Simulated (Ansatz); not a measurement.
in.yaml

```yaml
crystal:
  periodic: [false, false, false]
  atoms:
    - {symbol: N, position_ang: [0.000000, 0.000000, 0.000000]}
    - {symbol: N, position_ang: [0.000000, 0.000000, 0.997000]}
basis:
  gaussian: {orbitals: cc-pVDZ}
magnetization: {spin_polarized: false}
hamiltonian: {xc: hf}
output: {orbitals: {seedname: orbitals}}
```

```sh
$ ansatz run in.yaml --threads 1 --pin off --events-out ev --progress --plain --max-ram 2393MiB
```

(1) Roughly how long does this take on 1 thread of Intel Xeon Platinum 8488C, shared host, and how much host memory?

```
274 factors; integrals over basis functions are off by at most 4.3e-4 eV
mean field evaluation 1: about -2963.8135 eV, gradient 1.0e1 eV
mean field evaluation 2: about -2963.8183 eV, gradient 1.0e1 eV
mean field evaluation 4: about -2964.0708 eV, gradient 2.6e-1 eV
mean field evaluation 8: about -2964.0711 eV, gradient 2.9e-5 eV
mean field -2964.07109950 eV, -108.9276037869 hartree, gradient 2.9e-5 eV, S^2 0.000000; 0 other end points of the search recorded, 0 dependent functions left out
reference -2964.07109950 eV, -108.9276037869 hartree; 7, 7 occupied and 21, 21 virtual orbitals, 274 factors
Total energy: -2964.07109950 eV, -108.9276037869 hartree
```

Results:

(1) 0.09 s wall and 0.07 GiB.
